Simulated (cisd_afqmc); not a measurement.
Input (AFQMC/CISD/cc-pV(D+d)Z; cisd_afqmc is a phaseless AFQMC code with CISD trial states that reads the integrals written by Ansatz): A basis named .json is the Basis Set Exchange file of that set.

Ansatz 0.2 input:
```python
import cisd_afqmc

open("ham.yaml", "w").write("""\
crystal:
  periodic: [false, false, false]
  atoms:
    - {symbol: Cl, position_ang: [-0.00000000, -0.00000000, -1.00677069]}
    - {symbol: Cl, position_ang: [0.00000000, 0.00000000, 1.00677069]}
basis:
  gaussian:
    orbitals: cc-pV_D+d_Z.json
magnetization: {spin_polarized: false}
correlation: {method: ccsd, electrons: outside_noble_gas, hamiltonian_folder: ham}
""")
rep = cisd_afqmc.ansatz("ham.yaml")
e_ccsd = rep["correlation"]["coupled_cluster"]["energy"]["hartree"]
out = cisd_afqmc.run("ham", e_ccsd, trial="CISD", walkers=200, populations=8, threads=8, dt=0.005, steps=40, early=24, settle=10, least=32,
    cut=5e-5, rank_cut=2e-4, target=0.0004, seconds=1500, seed=1, memory=17280, gpu=False)
```

Output:

```
orbitals 36, occupied [7], factors 206 of 478, rank of the doubles 100 of 203
E(HF) = -918.964497
E(CCSD) on the cut factors = -919.269911, shift to the whole factors -0.000012
Energy of the trial state on the determinant = -919.269778
  tau behind 7.2 of longer steps, mean of the populations' last blocks
   2.0  -919.27887
   4.0  -919.27796
   6.0  -919.27931
   8.0  -919.27835
blocks 337 (0 outliers left out), error by blocks joined: 1: 0.00016, 2: 0.00021, 4: 0.00027, 8: 0.00029, 16: 0.00037
E(AFQMC/CISD) = -919.27830 +/- 0.00037
```

The error still grows at the longest joins of blocks, or few joins were possible, so the printed bar may be too narrow.
